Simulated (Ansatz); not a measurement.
# BH₄⁺, singlet in cc-pVDZ: errors against full CI

All five atoms lie in one plane.

Geometry: a point of a breathe scan, not a stationary point.

```json
{"atom": "B", "x (Å)": "0.0000", "y (Å)": "0.0000", "z (Å)": "0.0000"}
{"atom": "H", "x (Å)": "-0.0136", "y (Å)": "0.7512", "z (Å)": "0.7411"}
{"atom": "H", "x (Å)": "-0.0186", "y (Å)": "-0.7412", "z (Å)": "0.7509"}
{"atom": "H", "x (Å)": "0.0186", "y (Å)": "0.7412", "z (Å)": "-0.7509"}
{"atom": "H", "x (Å)": "0.0136", "y (Å)": "-0.7512", "z (Å)": "-0.7411"}
```

Basis cc-pVDZ; Ansatz 0.2.0. Correlated methods freeze the noble-gas cores, which leaves 6 electrons in 33 orbitals. R marks a restricted (for open shells ROHF) determinant. Active spaces: valence = (6e, 8o) chosen from the atoms' valence shells; pair = (2e, 2o) about the gap.

Full CI is exact within this basis and frozen core; it isn't the basis-set limit.

```
UHF ⟨S²⟩                          : 0.000
T1 diagnostic (RCCSD)             : 0.0052
largest doubles amplitude (RCCSD) : 0.078
```

| level | E − E(RHF) (eV) |
| --- | --- |
| RMP2 | -2.7639 |
| RCCSD | -3.4055 |
| RCCSD(T) | -3.4627 |

(1) Estimate how far full CI in cc-pVDZ lies from RCCSD(T). The table doesn't fix it; the size of (T) and the diagnostics are the guide.

(1) Full CI in cc-pVDZ lies 1.4 kJ/mol below RCCSD(T), which is 25 % of the (T) step (-5.5 kJ/mol). The diagnostics give no warning, yet the rest is a sizeable part of (T).

The other levels:

```
                   level  E − E(full CI) (kJ/mol)  share of correlation (%)  wall time
                    CISD                     16.0                     95.23     0.81 s
                 BCCD(T)                      1.4                     99.58     0.27 s
                  RCCSDT                      0.3                     99.91          –
               RCCSDT(Q)                      0.1                     99.98      0.9 s
     CASSCF (pair space)                    291.8                     13.02          –
     NEVPT2 (pair space)                     64.8                     80.69     0.24 s
     MRCISD (pair space)                     12.0                     96.43          –
   MRCISD+Q (pair space)                     -2.1                    100.62     0.42 s
  CASSCF (valence space)                    177.3                     47.17          –
  NEVPT2 (valence space)                     40.5                     87.92     0.87 s
  MRCISD (valence space)                      4.5                     98.66          –
MRCISD+Q (valence space)                     -0.5                    100.15      1.7 s
```

The correlation energy at full CI, counted from RHF, is -3.477 eV. That run took 14 s on 1 thread of Arm Neoverse V1, shared host over 3,759,016 determinants.

Times hold each run's SCF and search for its determinant on a shared host, so for small cases they say little of a method's own cost; they ran on 1 thread of Arm Neoverse V1.

Not variational, and here over 5 meV under the exact energy: MRCISD+Q (pair space), MRCISD+Q (valence space).

The full-CI state has the irrep Ag of D2h, in the program's axes (one component, if the state is degenerate).

Natural occupations of full CI about the gap: 1.970 1.949 1.949 0.054 0.014 0.011 0.008 0.007 0.007 0.006; effectively unpaired electrons, Σ n²(2−n)², 0.04.
